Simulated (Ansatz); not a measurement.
Reaction (SMILES): OO (H2O2) → [O]O (O-OH) + H atom
B3LYP-D3(BJ)/def2-TZVP geometries, fixed; electronic energies without zero-point terms.

The bond dissociation energy at CCSD(T) with Ansatz (a program for electronic structure), in kcal/mol, split into its Hartree-Fock and correlation parts. Cores are frozen. Open shells are unrestricted. No added dispersion term, no relativity. Functions are those of the species that has most.

```
basis    X  functions  Hartree-Fock  CCSD(T)
-------  -  ---------  ------------  -------
cc-pVDZ  2         38         61.08    85.34
cc-pVTZ  3         88         62.41    91.70
cc-pVQZ  4        170         62.47    93.10
```

Worked estimate of the basis-set limit from each neighbouring pair, with Hartree-Fock from the larger set and the correlation part extrapolated as X^-3.
Correlation parts: X = 2: 24.26, X = 3: 29.29, X = 4: 30.63.
- (2,3): (27·(29.29) - 8·(24.26))/19 = 31.41; with Hartree-Fock 62.41 the estimate is 93.82 kcal/mol.
- (3,4): (64·(30.63) - 27·(29.29))/37 = 31.61; with Hartree-Fock 62.47 the estimate is 94.08 kcal/mol.
The last two estimates differ by 0.26 kcal/mol; the largest set lies 0.98 from the last. Over the last step Hartree-Fock moves by 0.06 and the correlation part by 1.34.
